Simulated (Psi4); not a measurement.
**CHClF2 (difluorochloromethane): CAM-B3LYP/6-311+G(d,p)**

Aim: the vertical ionisation energy of CHClF2 (difluorochloromethane) at CAM-B3LYP/6-311+G**, from 2 runs. 

The results are computed with Psi4 1.11.

**1. The system as given**

CHClF2: 5 atoms, total charge 0, spin state singlet. SMILES: `FC(F)Cl`. The shape is that of a PBE0-D4/def2-TZVP optimisation.

Bond lengths: F1–C2 1.334 Å, C2–F3 1.334 Å, C2–Cl4 1.763 Å, C2–H5 1.090 Å. Angles: F1–C2–F3 108.3°, F1–C2–Cl4 109.7°, F3–C2–Cl4 109.7°, F1–C2–H5 110.0°, F3–C2–H5 110.0°, Cl4–C2–H5 109.0°.

**2. Energy and gradient at CAM-B3LYP/6-311+G(d,p)**

chclf2.inp reads:

```
memory 1600 mb

molecule m {
  F      0.07351035    -1.07355341     2.30981224
  C      0.20673604     0.04459754     0.05347925
  F      1.59530679    -1.40954672    -1.46812823
  Cl    -2.85537617     0.39476379    -1.21093650
  H      1.07449827     1.90446599     0.23772755
  units bohr
  symmetry c1
  no_reorient
  no_com
}

set basis 6-311+G**
set reference rks
set puream true
set e_convergence 1e-09
set d_convergence 1e-08
set scf_type pk
set dft_radial_points 99
set dft_spherical_points 590

gradient("cam-b3lyp")
print_variables()
```

Run with:

```sh
$ psi4 -i chclf2.inp -o chclf2.out -n 1
```

chclf2.out:

```text
[...]
  Running in c1 symmetry.
[...]
  Nuclear repulsion =  168.406745107475018
[...]
  Multiplicity = 1
[...]
  Nalpha       = 21
  Nbeta        = 21
[...]
    Number of basis functions: 102
[...]
   @RKS iter   1:  -698.56902321555208   -1.82132e-01   4.33458e-03 DIIS/ADIIS
[...]
   @RKS iter  12:  -698.62551224314984   -1.93268e-12   1.20634e-09 DIIS
[...]
    Orbital Energies [Eh]
    ---------------------
    Doubly Occupied:
       1A   -101.648574     2A    -24.803379     3A    -24.803338
       4A    -10.489792     5A     -9.566226     6A     -7.332016
       7A     -7.321746     8A     -7.321614     9A     -1.396281
      10A     -1.329749    11A     -0.974412    12A     -0.792391
      13A     -0.682883    14A     -0.671461    15A     -0.635656
      16A     -0.544329    17A     -0.530723    18A     -0.518922
      19A     -0.459587    20A     -0.412885    21A     -0.410836
[...]
  @RKS Final Energy:  -698.62551224314984
   => Energetics <=
    Nuclear Repulsion Energy =            168.4067451074750181
    One-Electron Energy =               -1300.1838728060715766
    Two-Electron Energy =                 474.5903923579734283
    DFT Exchange-Correlation Energy =     -41.4387769025267403
    Empirical Dispersion Energy =           0.0000000000000000
    VV10 Nonlocal Energy =                  0.0000000000000000
    Total Energy =                       -698.6255122431498421
[...]
 Multipole Moments:
 ------------------------------------------------------------------------------------
     Multipole            Electronic (a.u.)      Nuclear  (a.u.)        Total (a.u.)
 ------------------------------------------------------------------------------------
 L = 1.  Multiply by 2.5417464519 to convert [e a0] to [Debye]
 Dipole X            :         31.3901824          -31.2071261            0.1830563
 Dipole Y            :         14.0652971          -13.4648655            0.6004316
 Dipole Z            :         12.4722578          -12.4521614            0.0200965
 Magnitude           :                                                    0.6280379
[...]
  -Total Gradient:
     Atom            X                  Y                   Z
    ------   -----------------  -----------------  -----------------
       1       -0.000039631448     0.002427738561    -0.004516379640
       2        0.000078483813    -0.007562056152     0.000635313031
       3       -0.003019584105     0.003112729711     0.002849518376
       4        0.003006876363     0.000054708872     0.001212218852
       5        0.000007424849     0.001988392013    -0.000169045538
[...]
```

It took 38 s on 1 thread of Intel Xeon Platinum 8259CL at 2.50GHz (Skylake/Cascade Lake), shared host; peak memory 0.75 GiB.

**3. The doublet cation**

chclf2.json reads:

```json
{
 "schema_name": "qcschema_input",
 "schema_version": 1,
 "molecule": {
  "schema_name": "qcschema_molecule",
  "schema_version": 2,
  "symbols": ["F", "C", "F", "Cl", "H"],
  "geometry": [0.07351035, -1.07355341, 2.30981224, 0.20673604, 0.04459754, 0.05347925, 1.59530679, -1.40954672, -1.46812823, -2.85537617, 0.39476379, -1.2109365, 1.07449827, 1.90446599, 0.23772755],
  "molecular_charge": 1,
  "molecular_multiplicity": 2,
  "fix_symmetry": "c1",
  "fix_com": true,
  "fix_orientation": true
 },
 "driver": "gradient",
 "model": {
  "method": "cam-b3lyp",
  "basis": "6-311+G**"
 },
 "keywords": {
  "reference": "uks",
  "puream": true,
  "e_convergence": 1e-09,
  "d_convergence": 1e-08,
  "scf_type": "pk",
  "dft_radial_points": 99,
  "dft_spherical_points": 590,
  "maxiter": 100,
  "scf_properties": ["DIPOLE", "LOWDIN_CHARGES", "QUADRUPOLE"]
 }
}
```

Run with:

```sh
$ psi4 --qcschema chclf2.json -n 1 --memory 1600MB
```

stdout:

```text
[...]
  Running in c1 symmetry.
[...]
  Nuclear repulsion =  168.406745107475018
[...]
  Multiplicity = 2
[...]
  Nalpha       = 21
  Nbeta        = 20
[...]
    Number of basis functions: 102
[...]
   @UKS iter   1:  -698.07904021358399    3.07851e-01   4.58596e-03 DIIS/ADIIS
[...]
   @UKS iter  17:  -698.16058107293372   -6.82121e-12   8.44877e-09 DIIS
[...]
   @S^2 Observed:                7.530149294E-01
[...]
    Orbital Energies [Eh]
    ---------------------
    Alpha Occupied:
       1A   -102.048678     2A    -25.040516     3A    -25.040478
       4A    -10.756293     5A     -9.960415     6A     -7.733907
       7A     -7.719886     8A     -7.710091     9A     -1.633816
      10A     -1.563822    11A     -1.331307    12A     -1.058359
      13A     -0.935249    14A     -0.914013    15A     -0.906445
      16A     -0.808111    17A     -0.784839    18A     -0.767296
      19A     -0.752654    20A     -0.730206    21A     -0.720157
    Alpha Virtual:
      22A     -0.239147    23A     -0.150640    24A     -0.125354
      25A     -0.111689    26A     -0.103012    27A     -0.074150
[...]
  @UKS Final Energy:  -698.16058107293372
   => Energetics <=
    Nuclear Repulsion Energy =            168.4067451074750181
    One-Electron Energy =               -1287.8198182596536299
    Two-Electron Energy =                 462.4611120281711578
    DFT Exchange-Correlation Energy =     -41.2086199489263123
    Empirical Dispersion Energy =           0.0000000000000000
    VV10 Nonlocal Energy =                  0.0000000000000000
    Total Energy =                       -698.1605810729338373
[...]
 Multipole Moments:
 ------------------------------------------------------------------------------------
     Multipole            Electronic (a.u.)      Nuclear  (a.u.)        Total (a.u.)
 ------------------------------------------------------------------------------------
 L = 1.  Multiply by 2.5417464519 to convert [e a0] to [Debye]
 Dipole X            :         29.5476139          -31.2071261           -1.6595123
 Dipole Y            :         14.2860010          -13.4648655            0.8211355
 Dipole Z            :         11.6847672          -12.4521614           -0.7673942
 Magnitude           :                                                    2.0042800
 L = 2.  Multiply by 1.3450342976 to convert [e a0^2] to [Debye ang]
 Quadrupole XX       :       -175.6767212          162.9685952          -12.7081260
 Quadrupole XY       :         38.3384658          -38.0089108            0.3295551
[...]
  -Total Gradient:
     Atom            X                  Y                   Z
    ------   -----------------  -----------------  -----------------
       1        0.005733216241    -0.013396751855     0.016307444781
       2       -0.052531391033     0.054952437179    -0.026106225752
       3        0.014520963161    -0.015314666841    -0.005541164066
       4        0.026138463577    -0.009006369243     0.011331552998
       5        0.006172564635    -0.017212981226     0.004020102842
[...]
```

The result, in JSON:

```text
{
 "driver": "gradient",
 "model": {
  "method": "cam-b3lyp",
  "basis": "6-311+G**"
 },
 "success": true,
 "return_result": [0.0057332162412276, -0.013396751854694855, 0.016307444780951447, -0.05253139103283067, 0.05495243717938713, -0.026106225751537357, 0.014520963160607525, -0.015314666840859248, -0.005541164066464044, 0.02613846357703467, -0.00900636924261381, 0.011331552998383121, 0.006172564635209168, -0.017212981225516316, 0.004020102842369928],
 "properties": {
  "calcinfo_nbasis": 102,
  "calcinfo_nmo": 102,
  "calcinfo_nalpha": 21,
  "calcinfo_nbeta": 20,
  "calcinfo_natom": 5,
  "nuclear_repulsion_energy": 168.40674510747502,
  "return_energy": -698.1605810729337,
  "return_gradient": [0.0057332162412276, -0.013396751854694855, 0.016307444780951447, -0.05253139103283067, 0.05495243717938713, -0.026106225751537357, 0.014520963160607525, -0.015314666840859248, -0.005541164066464044, 0.02613846357703467, -0.00900636924261381, 0.011331552998383121, 0.006172564635209168, -0.017212981225516316, 0.004020102842369928],
  "scf_one_electron_energy": -1287.8198182596536,
  "scf_two_electron_energy": 462.46111202817116,
  "scf_xc_energy": -41.20861994892631,
  "scf_dipole_moment": [-1.659512267040867, 0.8211355128246094, -0.7673941798344046],
  "scf_total_energy": -698.1605810729337,
  "scf_total_gradient": [0.0057332162412276, -0.013396751854694855, 0.016307444780951447, -0.05253139103283067, 0.05495243717938713, -0.026106225751537357, 0.014520963160607525, -0.015314666840859248, -0.005541164066464044, 0.02613846357703467, -0.00900636924261381, 0.011331552998383121, 0.006172564635209168, -0.017212981225516316, 0.004020102842369928],
  "scf_iterations": 17
 }
}
```

It took 62 s on 1 thread of Intel Xeon Platinum 8259CL at 2.50GHz (Skylake/Cascade Lake), shared host; peak memory 0.75 GiB.

**4. What came out**

Level: CAM-B3LYP/6-311+G**.

| quantity | value |
| --- | --- |
| singlet CHClF2: total energy | -698.62551 Eh |
| singlet CHClF2: dipole moment | 1.60 D |
| singlet CHClF2: HOMO energy | -11.18 eV |
| singlet CHClF2: LUMO energy | 0.77 eV |
| singlet CHClF2: HOMO–LUMO gap | 11.95 eV |
| singlet CHClF2: largest force on an atom | 0.390 eV/Å |
| doublet cation: total energy | -698.16058 Eh |
| doublet cation: HOMO energy (highest over α and β) | -19.43 eV |
| doublet cation: LUMO energy (lowest over α and β) | -14.13 eV |
| doublet cation: ⟨S²⟩ | 0.753 |
| doublet cation: largest force on an atom | 4.133 eV/Å |
| vertical ionisation energy (to the doublet cation) | 12.651 eV |

What this shows: The vertical ionisation energy comes to 12.65 eV (292 kcal/mol). The largest force (singlet CHClF2) is 0.39 eV/Å: the shape isn't a stationary point for this species at this level. −ε(HOMO) before ionisation, 11.18 eV, is 1.47 eV below this ionisation energy.
